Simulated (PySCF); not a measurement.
# [PO2]+: relaxation and vibrations of the triplet

Aim: relax [PO2]+ as a triplet from a end-on start, check by its vibrations whether the end is a minimum, and collect its spectrum and constants.

Method: PBE0, basis P def2-TZVP, O def2-TZVP, no relativity, density fitting; program: PySCF 2.14.0.

**1. The starting structure**

3 atoms, charge 1, spin multiplicity 3.

Bond lengths: P1–O2 1.792 Å, O2–O3 1.445 Å. Angles: P1–O2–O3 119.9°.

```xyz
3
charge 1 multiplicity 3
P     0.0000    0.0000    0.0000
O     0.0000    0.0000    1.7922
O     1.2528    0.0000    2.5122
```

**2. The SCF at the typed geometry**

The steps below are one call of a driver around PySCF. For each, scf.py gives the equivalent set-up of the SCF; relaxations use the driver's own optimiser. After this first run the driver tries any further starts and a stability analysis.

scf.py reads:

```python
from pyscf import gto, scf, dft
mol = gto.M(atom='''
P      0.000000     0.000000     0.000000
O      0.000000     0.000000     1.792200
O      1.252800     0.000000     2.512200''',
    basis={'P': 'def2-TZVP', 'O': 'def2-TZVP'},
    charge=1, spin=2)
mf = dft.UKS(mol, xc='PBE0')
mf.grids.atom_grid = (50, 194)
aux = {'P': 'def2-universal-JKFIT', 'O': 'def2-universal-JKFIT'}
mf = mf.density_fit(auxbasis=aux)
mf.conv_tol = 1e-08
mf.diis_space = 10
mf.max_cycle = 60
mf.init_guess = 'minao'
mf.verbose = 4
mf.kernel()
```

The run is started by

```sh
$ OMP_NUM_THREADS=2 python axn.py task.json out
```

Standard output:

```text
init E= -491.323679526807
[... the frontier-level lines of each cycle are left out ...]
cycle= 1 E= -490.877561341433  delta_E= 0.446  |g|= 0.413  |ddm|= 1.18
cycle= 2 E= -488.947308246595  delta_E= 1.93  |g|= 1.58  |ddm|= 1.52
cycle= 3 E= -490.979471129248  delta_E= -2.03  |g|= 0.267  |ddm|=  1.3
cycle= 4 E= -490.995127421861  delta_E= -0.0157  |g|= 0.177  |ddm|= 0.165
cycle= 5 E= -491.004647267074  delta_E= -0.00952  |g|= 0.13  |ddm|= 0.158
cycle= 6 E= -491.011810877391  delta_E= -0.00716  |g|= 0.0152  |ddm|= 0.0611
cycle= 7 E= -491.01225399995  delta_E= -0.000443  |g|= 0.00767  |ddm|= 0.0264
cycle= 8 E= -491.012476830184  delta_E= -0.000223  |g|= 0.00314  |ddm|= 0.0275
cycle= 9 E= -491.012512051331  delta_E= -3.52e-05  |g|= 0.00198  |ddm|= 0.0107
cycle= 10 E= -491.012522250705  delta_E= -1.02e-05  |g|= 0.000715  |ddm|= 0.00719
cycle= 11 E= -491.012523123949  delta_E= -8.73e-07  |g|= 0.000118  |ddm|= 0.00233
cycle= 12 E= -491.012523149931  delta_E= -2.6e-08  |g|= 4.88e-05  |ddm|= 0.000308
cycle= 13 E= -491.012523156616  delta_E= -6.69e-09  |g|= 2.66e-05  |ddm|= 0.000142
Extra cycle  E= -491.012523158341  delta_E= -1.72e-09  |g|= 1.89e-05  |ddm|= 6.04e-05
converged SCF energy = -491.012523158341  <S^2> = 2.0395975  2S+1 = 3.0262832
```

This step, with its further starts and checks, ran for 14 s (2 threads of Arm Neoverse V1, shared host).

The starts that the driver tried:

```tsv
start	energy (Eh)
the minimal-basis guess	-491.012523
a thermally smeared density	-491.012523
a smeared PBE density	-491.013032
```

The first run landed in a state that is too high. Following the other starts and the instabilities gains 1.3 kJ/mol (-491.01303 Eh), and the work goes on from there.

**3. Relaxation: end-on start, triplet**

The program finds Cs symmetry in the start, which this walk keeps. Threshold on the gradient: 0.0003 Eh/bohr, with a further test on the energy change.

scf.py, as its differences from that of step 2:

```diff
@@ -3,3 +3,3 @@
-P      0.000000     0.000000     0.000000
-O      0.000000     0.000000     1.792200
-O      1.252800     0.000000     2.512200''',
+P     -0.318254     0.000000    -1.093465
+O     -0.318254     0.000000     0.698735
+O      0.934546     0.000000     1.418735''',
@@ -15 +14,0 @@
-mf.init_guess = 'minao'
```

The optimiser's trace:

```tsv
step	energy (Eh)	change (kJ/mol)	largest symmetric gradient (Eh/bohr)
0	-491.013032	0.00	0.09174
1	-491.046043	-86.67	0.01840
2	-491.046205	-87.10	0.01737
3	-491.046578	-88.08	0.00138
4	-491.046581	-88.08	0.00029
5	-491.046582	-88.08	0.00009
```

The walk took 9.8 s.

Positions (Å) and forces (eV/Å) along the way:

```
step 0
P   -0.318   0.000  -1.093   0.064   0.000   4.718
O   -0.318   0.000   0.699   2.939   0.000  -2.902
O    0.935   0.000   1.419  -3.002   0.000  -1.815
step 1
P   -0.316   0.000  -0.970   0.029   0.000   0.946
O   -0.240   0.000   0.625   0.230   0.000  -0.795
O    0.854   0.000   1.369  -0.259   0.000  -0.150
step 3
P   -0.319   0.000  -0.957   0.016   0.000   0.071
O   -0.231   0.000   0.611   0.007   0.000  -0.040
O    0.848   0.000   1.370  -0.023   0.000  -0.031
step 5
P   -0.317   0.000  -0.955   0.002   0.000  -0.004
O   -0.232   0.000   0.611  -0.001   0.000   0.004
O    0.848   0.000   1.368  -0.001   0.000  -0.001
```

End point (Cs, 5 steps, 88.1 kJ/mol gained): O–O 1.319 Å, P–O 1.569 Å; O–O–P 128.1°.

**4. Vibrations and properties at this point**

On the finer grid the gradient is checked again; gradients at displacements of ±0.02 bohr then give force constants and infrared intensities.

scf.py, as its differences from that of step 3:

```diff
@@ -3,3 +3,3 @@
-P     -0.318254     0.000000    -1.093465
-O     -0.318254     0.000000     0.698735
-O      0.934546     0.000000     1.418735''',
+P     -0.317454     0.000000    -0.988029
+O     -0.232784     0.000000     0.578375
+O      0.847643     0.000000     1.334942''',
@@ -9 +9 @@
-mf.grids.atom_grid = (50, 194)
+mf.grids.atom_grid = (75, 302)
@@ -12 +12 @@
-mf.conv_tol = 1e-08
+mf.conv_tol = 1e-10
```

This SCF starts from the last density.

SCF at the final geometry:

```text
init E= -491.046597102013
[... the frontier-level lines of each cycle are left out ...]
cycle= 1 E= -491.046597101479  delta_E= 5.35e-10  |g|= 3.7e-05  |ddm|= 3.85e-05
cycle= 2 E= -491.046597098893  delta_E= 2.59e-09  |g|= 8.11e-05  |ddm|= 8.42e-05
cycle= 3 E= -491.046597102156  delta_E= -3.26e-09  |g|= 3.3e-06  |ddm|= 5.79e-05
cycle= 4 E= -491.046597102158  delta_E= -2.61e-12  |g|= 1.69e-07  |ddm|= 1.32e-06
Extra cycle  E= -491.046597102157  delta_E= 1.48e-12  |g|= 1.76e-07  |ddm|= 3.6e-07
converged SCF energy = -491.046597102157  <S^2> = 2.010628  2S+1 = 3.007077
```

The whole step took 44 s.

Geometry: Cs; O–O 1.319 Å, P–O 1.569 Å; O–O–P 128.1°.

Modes, for the most abundant isotopes:

```tsv
symmetry	ω (cm⁻¹)	IR (km/mol)
a'	358	0.6
a'	858	49.8
a'	947	5.6
```

All wavenumbers are real: a minimum.

Properties at this point:

```yaml
Dipole_moment_about_the_centre_of_mass: 2.96 D
Highest_occupied_level: -14.97 eV
Lowest_empty_level: -11.42 eV
Rotational_constants: 3.795, 0.2244, 0.2119 cm⁻¹
Zero-point_energy: 12.9 kJ/mol
Principal_polarisabilities: 17.3, 18.8, 42.5 bohr³
Principal_traceless_quadrupole_moments_about_the_centre_of_mass: -4.03, -2.76, 6.79 D Å
Entropy_at_298.15_K_and_1_bar_electronic_part_spin_only: 266.4 J/(mol K)
Heat_capacity_Cp_at_298.15_K: 44.0 J/(mol K)
Enthalpy_at_298.15_K_above_0_K: 11.13 kJ/mol
Rotational_symmetry_number: 1
Spin_squared_⟨S²⟩: 2.011
```

Charges (e) and bond orders:

| atom | Mulliken | Löwdin | polar tensor | spin (Mulliken) | Mayer order to P1 |
| --- | --- | --- | --- | --- | --- |
| P1 | 0.83 | 0.78 | 0.93 | 0.97 | – |
| O2 | 0.03 | 0.05 | -0.04 | 0.08 | 1.51 |
| O3 | 0.14 | 0.17 | 0.11 | 0.95 | 0.29 |

Mulliken populations on P1: s 5.90, p 8.06, d 0.18, f 0.03.

**5. What came out**

```
                                          quantity                                   value
                                           minimum                             triplet, Cs
                                          geometry  O–O 1.319 Å, P–O 1.569 Å; O–O–P 128.1°
                                wavenumbers (cm⁻¹)            358 (a'), 858 (a'), 947 (a')
                    dipole moment (centre of mass)                                  2.96 D
highest occupied, lowest empty level (either spin)                       -14.97, -11.42 eV
                         polar-tensor charge of P1                                 +0.93 e
                                 zero-point energy                             12.9 kJ/mol
                               entropy at 298.15 K                         266.4 J/(mol K)
                                              ⟨S²⟩                                   2.011
```

What this shows: The molecule stays Cs, as typed, and the end point is a minimum. In the infrared the band at 858 cm⁻¹ (a') leads. The first SCF alone would have been 1 kJ/mol too high. Only this shape and spin were tried, so other structures or states may lie lower.

The search up to here took 67 s.
